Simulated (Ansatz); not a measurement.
# A basis-limit estimate, worked out

An elementary step of HCl$_{2}$, doublet (HCl + Cl → HCl + Cl; bonds formed: H1–Cl3; bonds broken: H1–Cl2). “Start” is the structure reached by relaxing down from the saddle towards the reactants; PBE0-D4/def2-TZVP structures. The saddle:

```xyz
3
angstrom
H 0.1767 0.3444 0.0790
Cl 1.0973 -0.6661 -0.5379
Cl -1.2740 0.3217 0.4589
```

Ansatz 0.2.0; basis: def2-TZVPP and def2-QZVPP; cores frozen in the correlated methods; orbitals are unrestricted.

Energies in eV:

| quantity | saddle | start |
| --- | --- | --- |
| Hartree–Fock, triple zeta (X = 3) | -25021.74706 | -25022.69874 |
| Hartree–Fock, quadruple zeta (X = 4) | -25022.44366 | -25023.39938 |
| MP2 correlation, X = 3 | -10.52362 | -10.08943 |
| MP2 correlation, X = 4 | -11.59750 | -11.15628 |
| CCSD(T) correlation, X = 3 | -12.13951 | -11.65113 |

Problem. Work out the barrier at the basis limit: extrapolate Hartree–Fock as E(X) = E∞ + A exp(−7.88 √X) and the MP2 correlation as E(X) = E∞ + B X^−2.97 (the exponents that Neese and Valeev fitted for def2-TZVPP and QZVPP), then add CCSD(T) − MP2 in triple zeta.

Solution. Each step is linear, so take the differences first (saddle − start): Hartree–Fock 0.95168 (X = 3) and 0.95572 (X = 4); MP2 correlation -0.43419 and -0.44122; CCSD(T) correlation -0.48838.
Two points give E∞ = E(4) + w [E(4) − E(3)], with w = 1/(exp(7.88 (2 − √3)) − 1) = 0.1377 for Hartree–Fock and w = 1/((4/3)^2.97 − 1) = 0.7407 for the correlation.
Hartree–Fock: 0.95572 + 0.1377 × 0.00404 = 0.9563 eV.
MP2 correlation: -0.44122 + 0.7407 × (-0.00703) = -0.4464 eV.
CCSD(T) − MP2: -0.48838 − (-0.43419) = -0.0542 eV.
Sum: 0.9563 + (-0.4464) + (-0.0542) = 0.4557 eV, or 10.51 kcal/mol. Plain CCSD(T) in triple zeta gives 0.4633 eV, so the larger basis shifts the result by -0.0076 eV.

No T1 diagnostic of these runs exceeds 0.026. ⟨S²⟩ of the unrestricted Hartree–Fock references: 0.76 to 0.80 (a pure state has 0.75). The unrestricted reference is spin-contaminated, which hurts MP2 most.

For scale, one of the runs: CCSD(T)/def2-TZVPP, 98 basis functions, launched by `ansatz run in.yaml --threads 2 --pin off --events-out ev --progress --plain --max-ram 4352MiB`. The run took about 6.5 s on 2 CPU threads of an Arm Neoverse V1 (shared host).
